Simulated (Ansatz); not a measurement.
**C3H2O: vertical ionisation energy**

Aim: the vertical ionisation energy of C3H2O, as cation minus neutral at the neutral's geometry, on several levels, and how well −ε(HOMO) stands in for it.

Computed with Ansatz 0.2.0, Gaussian basis. Level: unrestricted cation, the program's frozen cores in correlated methods.

Levels to be run: UKS PBE-D4/def2-TZVPP; UKS r2SCAN-D4/def2-TZVPP; UKS PBE0-D4/def2-TZVPP; UKS B3LYP-D4/def2-TZVPP; UKS wB97X-V/def2-TZVPP; UKS wB97M-V/def2-TZVPP; UKS B2PLYP/def2-TZVPP; UHF-CCSD(T)/def2-TZVPP; UHF-MP2/def2-QZVPP; extrapolation to the limit; then −ε(HOMO) from the neutral's earlier runs with LDA (SPW92), PBE-D4, revPBE-D4, BLYP-D4, r2SCAN-D4, B97M-V, PBE0-D4, B3LYP-D4, r2SCANh-D4, r2SCAN0-D4, HSE06-D4, BHLYP-D4, CAM-B3LYP-D4, LC-ωPBE, ωB97X-V, ωB97M-V.

### Step 1. The relaxed structure

All runs share one geometry, relaxed beforehand with PBE0-D4 in a triple-zeta def2 set.

SMILES `O=c1cc1`, 6 atoms, charge 0, spin multiplicity 1.

Atoms are counted from 1 here; the program's logs count them from 0.

Bond lengths: O1–C2 1.196 Å, C2–C3 1.424 Å, C2–C4 1.424 Å, C3–C4 1.339 Å, C3–H5 1.083 Å, C4–H6 1.083 Å. Angles: O1–C2–C3 152.0°, O1–C2–C4 152.0°, C3–C2–C4 56.1°, C2–C3–C4 62.0°, C2–C3–H5 154.0°, C4–C3–H5 144.1°, C2–C4–C3 62.0°, C2–C4–H6 154.0°, C3–C4–H6 144.1°.

### Step 2. Cation, UKS PBE-D4/def2-TZVPP

Contents of in.yaml:

```yaml
crystal:
  periodic: [false, false, false]
  atoms:
    - {symbol: O, position_ang: [-0.020132, -1.860645, 0.852058]}
    - {symbol: C, position_ang: [-0.008383, -0.772880, 0.353942]}
    - {symbol: C, position_ang: [0.589298, 0.229129, -0.462180]}
    - {symbol: C, position_ang: [-0.581244, 0.510078, 0.123637]}
    - {symbol: H, position_ang: [1.362111, 0.622759, -1.110324]}
    - {symbol: H, position_ang: [-1.341650, 1.271547, 0.242866]}
basis:
  gaussian: {orbitals: def2-TZVPP}
total_charge: 1
magnetization: {spin_polarized: true, initial_magnetization: 1}
hamiltonian: {xc: pbe, dispersion: d4}
```

Started as:

```bash
> ansatz run in.yaml --threads 4 --pin off --events-out ev --progress --plain --max-ram 10444MiB
```

After this run come: Cation, UKS r2SCAN-D4/def2-TZVPP; Cation, UKS PBE0-D4/def2-TZVPP; Cation, UKS B3LYP-D4/def2-TZVPP; Cation, UKS wB97X-V/def2-TZVPP; Cation, UKS wB97M-V/def2-TZVPP; Cation, UKS B2PLYP (frozen core)/def2-TZVPP; Cation, UHF-CCSD(T)/def2-TZVPP; Cation, UHF-MP2/def2-QZVPP.

Q: Predict the results of all the runs planned. Wanted: ionisation energy, CCSD(T)/CBS; nearest functional by difference; nearest −ε(HOMO); −ε(HOMO) of PBE; T1 of the cation.

**Answer**, as computed:

```
                        quantity               value
  ionisation energy, CCSD(T)/CBS             9.75 eV
nearest functional by difference   B2PLYP (-0.16 eV)
                nearest −ε(HOMO)  LC-ωPBE (-0.05 eV)
                 −ε(HOMO) of PBE             5.54 eV
                T1 of the cation               0.033
```

Energy differences with functionals land within 0.35 eV of the reference. The PBE orbital energy is 4.2 eV too small: a semilocal HOMO is no ionisation energy. Among orbital estimates LC-ωPBE comes nearest. Hartree-Fock falls 1.53 eV short, as the neutral has more correlation energy than the cation. The cation's T1 (from the report) is 0.033, near the customary mark of 0.045 for open shells, so the coupled-cluster value is less safe.
